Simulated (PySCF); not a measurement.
An unknown is described by computed data only.

Formula: CH2F3N.

| Item | Value |
| --- | --- |
| Rotational structure | rotational constants A, B, C: 5.637, 5.557, 5.403 GHz [PBE0-D3(BJ)/def2-SVP] |
| Valence photoelectron | vertical ionisation energy: 11.81 eV [ΔSCF B3LYP/def2-SVPD] |
| Couplings | largest of the computed one-bond spin–spin couplings (means over like bonds): 19F–13C -328.8 (×3), 15N–1H -76.2 (×2), 15N–13C -17.7 Hz [B3LYP/pcJ-1] |
| Triplet | lowest triplet excitation (Tamm–Dancoff): 7.25 eV [TDA B3LYP/def2-SVPD] |
| XPS | C1s 299.3, N1s 406.9, F1s 694.3 (×3) eV [ΔSCF SCAN, pcX-2 on the ionised atom, pcseg-1 elsewhere, spin-free X2C] |
| UV, first state | lowest singlet excitation: 7.61 eV (163 nm, f = 0.034) [TDDFT B3LYP/def2-SVPD] |
| Dipole | 2.52 D [B3LYP/def2-SVPD] |
| Polarisability | 26.4 au [B3LYP/def2-SVPD] |
| UV, strongest line | among the 10 lowest singlet transitions: S8 at 10.97 eV (113 nm, f = 0.110) [TDDFT B3LYP/def2-SVPD] |

The electronic properties come from PySCF, for the isolated species, density fitting. Levels stand in brackets. Isolated species at its PBE0-D3(BJ)/def2-SVP geometry, gas phase.

Problem. What is the compound? Reason from the data.

Solution. Numbering: `[NH2:1][C:2]([F:3])([F:4])[F:5]`. Its formula, CH2F3N, gives 0 degrees of unsaturation, so no ring and no π bond. The couplings run between: -328.8 Hz, fluorine of a CF3 group [F3] and CF3 carbon [C2] (with 2 like pairs); -76.2 Hz, primary amine nitrogen [N1] and its hydrogen (with 1 like pair); -17.7 Hz, primary amine nitrogen [N1] and CF3 carbon [C2]. The core levels belong to: C1s 299.3 eV, CF3 carbon [C2]; N1s 406.9 eV, primary amine nitrogen [N1]; F1s 694.3 eV, fluorine of a CF3 group [F3/F4/F5]. One atom of each topological class was ionised and stands for its class. The first electron is taken from the HOMO, whose largest Löwdin shares are 0.69 on the primary amine nitrogen, 0.10 on a fluorine of a CF3 group and 0.06 on the CF3 carbon. The optimised geometry has point group Cs and is an asymmetric top. Structure: CF3NH2 (`NC(F)(F)F`). The assignments are read from this structure; whether some other isomer fits the data as well wasn't checked.

Conformer computed: `[NH2:1][C:2]([F:3])([F:4])[F:5]`: H–N1–C2–F3 -57°, H–N1–C2–F3 178°.
